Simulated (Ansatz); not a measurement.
Basis-set series for `C#CC#C`. The species carries charge 0 and has multiplicity 1. Geometry: relaxed with PBE0-D4/def2-TZVP.

```json
{"functional": "PBE0-D4", "basis": "def2-TZVPP", "functions": "152", "energy (Eh)": "-153.34766", "HOMO (eV)": "-7.69", "LUMO (eV)": "-0.86"}
{"functional": "PBE0-D4", "basis": "def2-QZVPP", "functions": "288", "energy (Eh)": "-153.35578", "HOMO (eV)": "-7.71", "LUMO (eV)": "-0.91"}
{"functional": "ωB97M-V", "basis": "def2-TZVPP", "functions": "152", "energy (Eh)": "-153.48186", "HOMO (eV)": "-9.80", "LUMO (eV)": "1.25"}
{"functional": "ωB97M-V", "basis": "def2-QZVPP", "functions": "288", "energy (Eh)": "-153.48895", "HOMO (eV)": "-9.81", "LUMO (eV)": "1.14"}
```

Task: Give the rows for def2-SVP. (Estimate.)

Result: Ansatz gave: 
| functional | basis | functions | energy (Eh) | HOMO (eV) | LUMO (eV) |
| --- | --- | --- | --- | --- | --- |
| PBE0-D4 | def2-SVP | 66 | -153.17766 | -7.63 | -0.69 |
| ωB97M-V | def2-SVP | 66 | -153.30438 | -9.72 | 1.50 |

Positive LUMOs are unbound and depend on the basis.
